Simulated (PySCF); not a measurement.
C3H5Cl.
Bonds: C1–C2 (double), C2–C3, C3–Cl4. Hydrogens: H5, H6 on C1; H7 on C2; H8, H9 on C3.

Torsions of this conformer, `[CH2:1]=[CH:2][CH2:3][Cl:4]`: C1–C2–C3–Cl4 -120°.

The closed-shell ground state was solved at several levels (PySCF, density fitting, gas phase, non-relativistic). Isolated species at its PBE0-D3(BJ)/def2-TZVP geometry (one conformer only).

| level | basis functions | total energy (Eh) | HOMO (eV) | LUMO (eV) | gap (eV) | dipole (D) |
| --- | --- | --- | --- | --- | --- | --- |
| PBE0/aug-cc-pVTZ | 303 | -577.2677 | -7.96 | -0.56 | 7.40 | 1.99 |
| wB97X-D/pcSseg-2 | 221 | -577.5284 | -9.81 | 1.33 | 11.14 | 2.05 |
| KT3/pcSseg-2 | 221 | -582.5805 | -6.82 | -1.49 | 5.33 | 1.96 |
| wB97X-D/aug-cc-pVTZ | 303 | -577.5229 | -9.80 | 0.86 | 10.66 | 2.01 |
| PBE0/pcSseg-2 | 221 | -577.2712 | -7.96 | -0.49 | 7.47 | 2.02 |
| B97-2/pcSseg-2 | 221 | -577.5630 | -7.70 | -0.54 | 7.16 | 2.02 |

Question: What might CAM-B3LYP/aug-cc-pVTZ (303 basis functions) give for the same quantities?

Answer: Total energy -577.5106 Eh, HOMO -9.29 eV, LUMO 0.26 eV, gap 9.55 eV, dipole 2.01 D.

Question: Over all these levels, which gives the widest orbital gap and which the narrowest?

Answer: wB97X-D/pcSseg-2 (range-separated hybrid) has the widest, 11.14 eV, and KT3/pcSseg-2 (GGA) the narrowest, 5.33 eV. The two share the basis. From the narrowest to the widest the HOMO moves by -2.99 eV and the LUMO by +2.82 eV.

Question: In the pcSseg-2 basis, how does the gap go with the fixed share of exact exchange?

Answer: KT3 (0 %) 5.33 eV; B97-2 (21 %) 7.16 eV; PBE0 (25 %) 7.47 eV. Each rise in the share widens the gap here.

Question: How far do the dipole and the HOMO energy spread over the levels?

Answer: The dipole runs from 1.96 to 2.05 D (mean 2.01 D) and the HOMO from -9.81 to -6.82 eV.

Note: wB97X-D ran without an empirical dispersion term, which enters the total energy and its gradient alone.
